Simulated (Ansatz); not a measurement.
**SiCl, quartet: the ladder up to full CI**

Geometry: a PBE0/def2-TZVP stationary point for this spin.

```xyz
2

Si    0.0000    0.0000    0.0000
Cl    0.0000    0.0000    2.0579
```

Basis 6-31G; Ansatz 0.2.0. Only valence electrons are correlated (noble-gas cores frozen), which leaves 11 electrons in 16 orbitals. Prefix R: restricted or restricted open-shell reference; prefix U: unrestricted. Active spaces: pair = (5e, 5o) about the gap; valence = (11e, 8o) chosen from the atoms' valence shells.

Full CI is exact within this basis and frozen core; it isn't the basis-set limit. The frozen core follows each run's orbitals, which can shift R against U totals by a few meV.

For open shells CISD and CISDTQ are restricted-active-space CI with the open shells as a complete middle space.

```
UHF ⟨S²⟩                          : 3.753
T1 diagnostic (RCCSD)             : 0.0175
largest doubles amplitude (RCCSD) : 0.054
T1 diagnostic (UCCSD)             : 0.0148
```

```tsv
level	E − E(full CI) (kcal/mol)	share of correlation (%)	wall time
RHF	42.32	0.00	–
UHF	41.73	1.39	–
RMP2	7.66	81.90	–
UMP2	7.57	82.11	–
CISD	1.89	95.55	1.9 s
RCCSD	0.89	97.90	–
UCCSD	0.89	97.91	–
RCCSD(T)	0.19	99.55	1.1 s
UCCSD(T)	0.19	99.56	0.94 s
BCCD(T)	0.21	99.51	1.3 s
RCCSDT	0.01	99.98	–
UCCSDT	0.00	99.99	–
CISDTQ	0.05	99.88	38 s
RCCSDT(Q)	0.00	99.99	6.5 s
UCCSDT(Q)	-0.01	100.03	5.5 s
RCCSDTQ	0.00	100.01	63 s
UCCSDTQ	-0.01	100.02	63 s
CASSCF (pair space)	34.00	19.66	–
NEVPT2 (pair space)	5.45	87.13	0.94 s
MRCISD (pair space)	1.63	96.14	–
MRCISD+Q (pair space)	0.53	98.75	1.6 s
CASSCF (valence space)	30.76	27.33	–
NEVPT2 (valence space)	7.67	81.87	1.1 s
MRCISD (valence space)	1.23	97.09	–
MRCISD+Q (valence space)	0.40	99.07	2.2 s
```

The correlation energy at full CI, counted from RHF, is -1.835 eV. That run took 4.1 min on 1 thread of Arm Neoverse N1, shared host over 5,206,784 determinants.

Times hold each run's SCF and search for its determinant on a shared host, so for small cases they say little of a method's own cost; they ran on 1 thread of Arm Neoverse N1.

The full-CI state has the irrep A2 of C2v, in the program's axes (one component, if the state is degenerate).

Natural occupations of full CI about the gap: 1.992 1.985 1.985 1.963 1.003 0.999 0.999 0.028 0.011 0.011; effectively unpaired electrons, Σ n²(2−n)², 3.01.
